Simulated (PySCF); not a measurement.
Species: nitrous acid, HNO₂.
Numbering: `[O:1]=[N:2][OH:3]` (hydrogens: H4 on O3)

The same species was optimised twice, with GFN2-xTB and with PBE0-D3(BJ)/def2-SVP (PySCF), and the same property calculations (PySCF, gas phase) were run on both structures.

```
  coordinate  GFN2-xTB  PBE0-D3(BJ)/def2-SVP  change
   O1=N2 (Å)     1.194                 1.178  -0.016
   N2–O3 (Å)     1.330                 1.344  +0.014
   O3–H4 (Å)     0.986                 0.983  -0.003
N2–O3–H4 (°)     114.0                 106.3    -7.7
O1–N2–O3 (°)     116.0                 113.8    -2.2
```

Rotational constants: A = 89919, B = 13375, C = 11643 MHz (GFN2-xTB) against A = 87014, B = 13782, C = 11897 MHz (PBE0-D3(BJ)/def2-SVP). Point groups within 0.08 Å: Cs and Cs.

On the GFN2-xTB structure: HOMO (eV) -8.34 [PBE0/pcSseg-1]; LUMO (eV) -2.17 [PBE0/pcSseg-1]; dipole (D) 1.89 [PBE0/pcSseg-1]; GIAO shielding of O1 (ppm) -593.5 [PBE0/pcSseg-1]; GIAO shielding of N2 (ppm) -357.9 [PBE0/pcSseg-1]; GIAO shielding of O3 (ppm) -107.2 [PBE0/pcSseg-1].

What do these properties become on the PBE0-D3(BJ)/def2-SVP structure?

```tsv
property	level	on GFN2-xTB	on PBE0-D3(BJ)/def2-SVP	change
HOMO (eV)	PBE0/pcSseg-1	-8.34	-8.42	-0.08
LUMO (eV)	PBE0/pcSseg-1	-2.17	-2.18	-0.01
dipole (D)	PBE0/pcSseg-1	1.89	1.62	-0.27
energy, GFN2-xTB geometry as zero (kcal/mol)	PBE0/pcSseg-1	0.0	-1.4	-1.4
GIAO shielding of O1 (ppm)	PBE0/pcSseg-1	-593.5	-566.8	+26.7
GIAO shielding of N2 (ppm)	PBE0/pcSseg-1	-357.9	-348.5	+9.4
GIAO shielding of O3 (ppm)	PBE0/pcSseg-1	-107.2	-137.6	-30.4
```

The heavy atoms differ by 0.016 Å rms after alignment. Among all bonds O1=N2 changes most (-0.016 Å). Changes are differences of the printed values. Neither structure is proved a minimum here.

Shape of the structure used: `[O:1]=[N:2][OH:3]`: H–O3–N2–O1 0°.
